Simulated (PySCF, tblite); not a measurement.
# HO2−: protonation

Aim: compute the protonation of HO2− (`[O-]O`).

Computed with tblite 0.8.0 and PySCF 2.14.0 and routines of our own; the level stands in each step. Atoms count from 0.

## (1) The starting structure

3 atoms, charge -1, multiplicity 1; geometry from: start built from the parent or by distance geometry.

## (2) Optimising the geometry with GFN2-xTB

Job settings and geometry (Å):

```
{"job": {"kind": "relax", "xc": "GFN2-xTB", "basis": "xTB"}, "charge": -1, "multiplicity": 1}
O      1.040400    -0.163300    -0.005300
O     -0.161500     0.421600    -0.023000
H     -0.855900    -0.263300     0.003200
```

Started as:

```bash
$ OMP_NUM_THREADS=1 python redox_run.py task.json out
```

This one command runs all jobs of the session in turn.

Standard output:

```text
step      E/eV     max force
  0    -236.71356    5.021
  1    -236.97437    0.727
  2    -236.98221    0.378
  3    -236.98769    0.296
  4    -236.99042    0.269
  5    -236.99237    0.077
  6    -236.99246    0.012
  7    -236.99246    0.000
```

It took 0.02 s on 1 thread of Arm Neoverse V1, shared host.

The steps of the relaxation:

```
step  energy from step 0 (eV)  largest force (eV/Å)
   0                   0.0000                5.0214
   1                  -0.2608                0.7268
   2                  -0.2687                0.3777
   3                  -0.2741                0.2965
   4                  -0.2769                0.2689
   5                  -0.2788                0.0767
   6                  -0.2789                0.0117
   7                  -0.2789                0.0000
```

Distances of close pairs at the start and the end, largest changes first:

```
 bond  before (Å)  after (Å)  change (Å)
O0–O1       1.337      1.457      +0.120
O1–H2       0.976      0.963      -0.013
```

The next job starts from the end point, and lists it.

## (3) Harmonic vibrations with GFN2-xTB

Job settings and geometry (Å):

```
{"job": {"kind": "ir", "xc": "GFN2-xTB", "basis": "xTB"}, "charge": -1, "multiplicity": 1}
O      1.065275    -0.203414    -0.003917
O     -0.222906     0.476777    -0.024824
H     -0.819407    -0.278438     0.003634
```

Standard output:

```text
mode    cm-1     km/mol
  1     999.4     17.88
  2    1169.2     37.46
  3    3540.4     21.14
ZPE 34.147  H(298)-E 44.210  G(298)-E -22.861 kJ/mol  S 224.96 J/(mol K)
```

It took 0.05 s on 1 thread of Arm Neoverse V1, shared host.

Which atoms move in the most intense modes:

```
cm⁻¹  km/mol             atoms
 999    17.9  O1 51 %, O0 45 %
1169    37.5           H2 88 %
3540    21.1           H2 94 %
```

## (4) Geometry optimisation at PBE0-D3(BJ)/ma-def2-SVP

Job settings and geometry (Å):

```
{"job": {"xc": "PBE0", "basis": "ma-def2-SVP", "d3": "d3bj", "grid": 1, "kind": "geom"}, "charge": -1, "multiplicity": 1}
O      1.065275    -0.203414    -0.003917
O     -0.222906     0.476777    -0.024824
H     -0.819407    -0.278438     0.003634
```

Standard output:

```text
step   0  E = -150.66737435  max force = 0.010959
step   1  E = -150.66762906  max force = 0.001920
step   2  E = -150.66763928  max force = 0.000894
step   3  E = -150.66764236  max force = 0.000139
optimisation converged
```

It took 1.2 s on 1 thread of Arm Neoverse V1, shared host.

Along the way:

```
step  energy from step 0 (eV)  largest force component (eV/Å)
   0                   0.0000                          0.5635
   1                  -0.0069                          0.0987
   2                  -0.0072                          0.0460
   3                  -0.0073                          0.0071
```

Close pairs (by a distance rule), those that changed most:

```
 bond  before (Å)  after (Å)  change (Å)
O0–O1       1.457      1.481      +0.024
O1–H2       0.963      0.962      -0.001
```

The next job starts from the end point, and lists it.

```
                         at the end point                  value
  point group (found at 0.08 Å tolerance)                     Cs
rotational constants (GHz, main isotopes)  606.3, 27.464, 26.274
```

## (5) Harmonic vibrations (HO2−): PBE0-D3(BJ)/ma-def2-SVP

Job settings and geometry (Å):

```
{"job": {"xc": "PBE0", "basis": "ma-def2-SVP", "d3": "d3bj", "grid": 2, "kind": "hessian"}, "charge": -1, "multiplicity": 1}
O      1.074994    -0.220270    -0.087985
O     -0.244790     0.447689    -0.160516
H     -0.806966    -0.232191     0.223518
```

Standard output:

```text
coarse grid: 2792 points
cycle   1  E = -150.5150416539  dE = -5.553e-03  |g| = 6.928e-01  |ddm| = 1.646e+00
cycle   2  E = -150.2495856465  dE =  2.655e-01  |g| = 1.323e+00  |ddm| = 2.190e+00
cycle   3  E = -150.6322383058  dE = -3.827e-01  |g| = 1.526e-01  |ddm| = 1.392e+00
cycle   4  E = -150.6346553872  dE = -2.417e-03  |g| = 9.663e-02  |ddm| = 1.469e-01
cycle   5  E = -150.6363958879  dE = -1.741e-03  |g| = 1.314e-02  |ddm| = 7.112e-02
cycle   6  E = -150.6364282675  dE = -3.238e-05  |g| = 1.238e-03  |ddm| = 8.917e-03
cycle   7  E = -150.6364286588  dE = -3.913e-07  |g| = 1.289e-04  |ddm| = 1.826e-03
final grid: 27792 points
cycle   8  E = -150.6676492603  dE = -5.292e-06  |g| = 5.298e-03  |ddm| = 1.305e-02
cycle   9  E = -150.6676427840  dE =  6.476e-06  |g| = 7.688e-03  |ddm| = 1.151e-02
cycle  10  E = -150.6676549992  dE = -1.222e-05  |g| = 4.951e-04  |ddm| = 6.943e-03
cycle  11  E = -150.6676550339  dE = -3.475e-08  |g| = 2.581e-04  |ddm| = 4.495e-04
cycle  12  E = -150.6676550463  dE = -1.242e-08  |g| = 1.976e-05  |ddm| = 1.718e-04
cycle  13  E = -150.6676550464  dE = -9.234e-11  |g| = 1.849e-06  |ddm| = 2.958e-05
converged SCF energy = -150.6676550464

mode    cm-1
  1     837.7
  2    1173.5
  3    3836.9
ZPE 34.980  H(298)-E 45.123  G(298)-E -22.130 kJ/mol  S 225.57 J/(mol K)
```

Run time: 3.1 s. Hardware: 1 thread of Arm Neoverse V1, shared host.

Zero-point energy 34.98 kJ/mol (xTB gave 34.15).

## (6) Single point (HO₂−): M06-2X/ma-def2-TZVP

Geometry: PBE0-D3(BJ)/ma-def2-SVP.

Job settings and geometry (Å):

```
{"job": {"kind": "sp", "xc": "M06-2X", "basis": "ma-def2-TZVP", "grid": 3}, "charge": -1, "multiplicity": 1}
O      1.074994    -0.220270    -0.087985
O     -0.244790     0.447689    -0.160516
H     -0.806966    -0.232191     0.223518
```

Standard output:

```text
coarse grid: 12832 points
cycle   1  E = -150.8292219425  dE = -9.593e-02  |g| = 6.793e-01  |ddm| = 1.232e+00
cycle   2  E = -150.7080046599  dE =  1.212e-01  |g| = 1.071e+00  |ddm| = 1.683e+00
cycle   3  E = -150.9389178153  dE = -2.309e-01  |g| = 1.304e-01  |ddm| = 1.085e+00
cycle   4  E = -150.9408315210  dE = -1.914e-03  |g| = 7.185e-02  |ddm| = 1.051e-01
cycle   5  E = -150.9416894315  dE = -8.579e-04  |g| = 1.328e-02  |ddm| = 5.366e-02
cycle   6  E = -150.9417294009  dE = -3.997e-05  |g| = 1.690e-03  |ddm| = 1.611e-02
cycle   7  E = -150.9417310842  dE = -1.683e-06  |g| = 4.074e-04  |ddm| = 4.043e-03
final grid: 37976 points
cycle   8  E = -150.9418803915  dE = -1.217e-06  |g| = 1.071e-03  |ddm| = 4.301e-03
cycle   9  E = -150.9418802017  dE =  1.897e-07  |g| = 1.542e-03  |ddm| = 1.697e-03
cycle  10  E = -150.9418806072  dE = -4.055e-07  |g| = 1.679e-04  |ddm| = 8.691e-04
cycle  11  E = -150.9418806129  dE = -5.666e-09  |g| = 9.438e-05  |ddm| = 2.273e-04
converged SCF energy = -150.9418806129
```

Wall time 1.2 s (1 thread of Arm Neoverse V1, shared host).

## (7) Optimising the geometry with GFN2-xTB

This step treats H₂O₂, `OO`.

Job settings and geometry (Å):

```
{"job": {"kind": "relax", "xc": "GFN2-xTB", "basis": "xTB"}, "charge": 0, "multiplicity": 1}
O      1.091200    -0.226400    -0.093300
O     -0.255500     0.456300    -0.183500
H     -0.789500    -0.239800     0.226700
H      1.174400    -0.956300    -0.745900
```

Standard output:

```text
step      E/eV     max force
  0    -246.01322    3.325
  1    -246.18153    1.571
  2    -246.23182    1.146
  3    -246.25226    0.707
  4    -246.27446    0.282
  5    -246.27745    0.293
  6    -246.28948    0.383
  7    -246.30057    0.347
  8    -246.30995    0.419
  9    -246.31916    0.450
 10    -246.33244    0.771
 11    -246.34405    0.769
 12    -246.34951    0.824
 13    -246.36045    0.322
 14    -246.36425    0.199
 15    -246.36933    0.453
 16    -246.37316    0.396
 17    -246.38130    0.370
 18    -246.38600    0.246
 19    -246.37052    0.974
 20    -246.38811    0.097
 21    -246.38892    0.037
 22    -246.38905    0.234
 23    -246.38979    0.035
 24    -246.38993    0.045
 25    -246.39007    0.048
 26    -246.39010    0.022
 27    -246.39011    0.002
```

Wall time 0.08 s (1 thread of Arm Neoverse V1, shared host).

The steps of the relaxation: (the energy doesn't fall at every step)

```
step  energy from step 0 (eV)  largest force (eV/Å)
   0                   0.0000                3.3251
   1                  -0.1683                1.5709
   2                  -0.2186                1.1461
   3                  -0.2390                0.7068
   4                  -0.2612                0.2824
   5                  -0.2642                0.2929
   6                  -0.2763                0.3831
   7                  -0.2874                0.3471
   8                  -0.2967                0.4187
   9                  -0.3059                0.4500
  10                  -0.3192                0.7709
  11                  -0.3308                0.7687
  12                  -0.3363                0.8243
  13                  -0.3472                0.3216
  14                  -0.3510                0.1991
  15                  -0.3561                0.4531
  16                  -0.3599                0.3958
  17                  -0.3681                0.3701
  18                  -0.3728                0.2460
  19                  -0.3573                0.9739
  20                  -0.3749                0.0966
  21                  -0.3757                0.0365
  22                  -0.3758                0.2341
  23                  -0.3766                0.0353
  24                  -0.3767                0.0454
  25                  -0.3769                0.0476
  26                  -0.3769                0.0216
  27                  -0.3769                0.0020
```

Distances of close pairs at the start and the end, largest changes first:

```
 bond  before (Å)  after (Å)  change (Å)
O0–O1       1.513      1.421      -0.092
O0–H3       0.983      0.966      -0.017
O1–H2       0.968      0.966      -0.003
```

The final coordinates are the input of the step that follows.

## (8) Infrared spectrum with GFN2-xTB

Job settings and geometry (Å):

```
{"job": {"kind": "ir", "xc": "GFN2-xTB", "basis": "xTB"}, "charge": 0, "multiplicity": 1}
O      0.913791    -0.550409    -0.002034
O     -0.303515     0.067565    -0.396015
H     -0.778743     0.130513     0.442268
H      1.389053    -0.613866    -0.840208
```

Standard output:

```text
mode    cm-1     km/mol
  1     250.8    413.80
  2    1107.8      0.00
  3    1157.1    213.55
  4    1355.0      0.00
  5    3536.8      0.81
  6    3540.1    100.65
ZPE 65.481  H(298)-E 76.810  G(298)-E 8.307 kJ/mol  S 229.76 J/(mol K)
```

Wall time 0.07 s (1 thread of Arm Neoverse V1, shared host).

Which atoms move in the most intense modes:

```
cm⁻¹  km/mol             atoms
 251   413.8  H3 47 %, H2 47 %
1157   213.6  H3 47 %, H2 47 %
3537     0.8  H2 56 %, H3 39 %
3540   100.7  H3 55 %, H2 39 %
```

## (9) Geometry optimisation at PBE0-D3(BJ)/ma-def2-SVP

This step treats H₂O₂, `OO`.

Job settings and geometry (Å):

```
{"job": {"xc": "PBE0", "basis": "ma-def2-SVP", "d3": "d3bj", "grid": 1, "kind": "geom"}, "charge": 0, "multiplicity": 1}
O      0.913791    -0.550409    -0.002034
O     -0.303515     0.067565    -0.396015
H     -0.778743     0.130513     0.442268
H      1.389053    -0.613866    -0.840208
```

Standard output:

```text
step   0  E = -151.27777060  max force = 0.008211
step   1  E = -151.27795373  max force = 0.005294
step   2  E = -151.27809728  max force = 0.000824
step   3  E = -151.27809869  max force = 0.000243
optimisation converged
```

It took 1.5 s on 1 thread of Arm Neoverse V1, shared host.

Along the way:

```
step  energy from step 0 (eV)  largest force component (eV/Å)
   0                   0.0000                          0.4222
   1                  -0.0050                          0.2722
   2                  -0.0089                          0.0424
   3                  -0.0089                          0.0125
```

Distances of close pairs at the start and the end, largest changes first:

```
 bond  before (Å)  after (Å)  change (Å)
O0–O1       1.421      1.430      +0.009
O1–H2       0.966      0.966      -0.000
O0–H3       0.966      0.966      +0.000
```

The final coordinates are the input of the step that follows.

```
                         at the end point                  value
  point group (found at 0.08 Å tolerance)                    C2h
rotational constants (GHz, main isotopes)  306.9, 27.936, 25.605
                        dipole moment (D)                   0.00
```

## (10) Harmonic vibrations (H2O2, OO): PBE0-D3(BJ)/ma-def2-SVP

Job settings and geometry (Å):

```
{"job": {"xc": "PBE0", "basis": "ma-def2-SVP", "d3": "d3bj", "grid": 2, "kind": "hessian"}, "charge": 0, "multiplicity": 1}
O      0.913747    -0.556582     0.004209
O     -0.303317     0.073781    -0.402149
H     -0.757475     0.125819     0.448436
H      1.367631    -0.609216    -0.846486
```

Standard output:

```text
coarse grid: 3416 points
cycle   1  E = -151.2150779541  dE =  9.677e-02  |g| = 4.026e-01  |ddm| = 1.873e+00
cycle   2  E = -151.2166854669  dE = -1.608e-03  |g| = 4.029e-01  |ddm| = 6.575e-01
cycle   3  E = -151.2472515617  dE = -3.057e-02  |g| = 5.495e-02  |ddm| = 3.300e-01
cycle   4  E = -151.2477865539  dE = -5.350e-04  |g| = 3.694e-03  |ddm| = 3.759e-02
cycle   5  E = -151.2477890332  dE = -2.479e-06  |g| = 6.083e-04  |ddm| = 2.983e-03
final grid: 33160 points
cycle   6  E = -151.2781162061  dE = -1.194e-05  |g| = 3.441e-03  |ddm| = 1.290e-02
cycle   7  E = -151.2781155076  dE =  6.984e-07  |g| = 3.940e-03  |ddm| = 5.428e-03
cycle   8  E = -151.2781184714  dE = -2.964e-06  |g| = 1.474e-04  |ddm| = 2.883e-03
cycle   9  E = -151.2781184752  dE = -3.839e-09  |g| = 2.374e-05  |ddm| = 1.136e-04
cycle  10  E = -151.2781184753  dE = -1.108e-10  |g| = 1.572e-06  |ddm| = 2.387e-05
cycle  11  E = -151.2781184753  dE = -7.958e-13  |g| = 1.497e-06  |ddm| = 3.576e-06
converged SCF energy = -151.2781184753

mode    cm-1
  1    -290.2
  2    1000.8
  3    1258.6
  4    1546.2
  5    3864.6
  6    3870.0
ZPE 70.762  H(298)-E 81.955  G(298)-E 13.722 kJ/mol  S 228.85 J/(mol K)
```

Wall time 4.8 s (1 thread of Arm Neoverse V1, shared host); peak memory 0.64 GiB.

Zero-point energy 70.76 kJ/mol (xTB gave 65.48). The log holds an imaginary mode, so this geometry is no minimum and the value is not that of one.

## (11) Optimising the geometry at PBE0-D3(BJ)/ma-def2-SVP

This step treats H2O2, `OO`.

Job settings and geometry (Å):

```
{"job": {"xc": "PBE0", "basis": "ma-def2-SVP", "d3": "d3bj", "grid": 1, "kind": "geom"}, "charge": 0, "multiplicity": 1}
O      0.909872    -0.565063     0.002667
O     -0.307194     0.065302    -0.403701
H     -0.695973     0.260400     0.473039
H      1.429163    -0.474630    -0.821983
```

Standard output:

```text
step   0  E = -151.27802953  max force = 0.011890
step   1  E = -151.27560660  max force = 0.036434
step   2  E = -151.27757355  max force = 0.017309
step   3  E = -151.27814603  max force = 0.002588
step   4  E = -151.27817734  max force = 0.001015
step   5  E = -151.27822272  max force = 0.001352
step   6  E = -151.27827292  max force = 0.000854
step   7  E = -151.27863845  max force = 0.008957
step   8  E = -151.27809029  max force = 0.012992
step   9  E = -151.27885378  max force = 0.010186
step  10  E = -151.27938347  max force = 0.001543
step  11  E = -151.27938754  max force = 0.000220
optimisation converged
```

It took 3.9 s on 1 thread of Arm Neoverse V1, shared host.

Step by step: (the energy doesn't fall at every step)

```
step  energy from step 0 (eV)  largest force component (eV/Å)
   0                   0.0000                          0.6114
   1                   0.0659                          1.8735
   2                   0.0124                          0.8901
   3                  -0.0032                          0.1331
   4                  -0.0040                          0.0522
   5                  -0.0053                          0.0695
   6                  -0.0066                          0.0439
   7                  -0.0166                          0.4606
   8                  -0.0017                          0.6681
   9                  -0.0224                          0.5238
  10                  -0.0368                          0.0793
  11                  -0.0370                          0.0113
```

Close pairs (by a distance rule), those that changed most:

```
 bond  before (Å)  after (Å)  change (Å)
O0–H3       0.979      0.967      -0.012
O1–H2       0.979      0.967      -0.012
O0–O1       1.430      1.420      -0.009
```

The next job starts from the end point, and lists it.

```
                         at the end point                  value
  point group (found at 0.08 Å tolerance)                     C2
rotational constants (GHz, main isotopes)  306.4, 27.565, 26.427
                        dipole moment (D)                   1.80
```

(Part 1 of 3 ends here.)
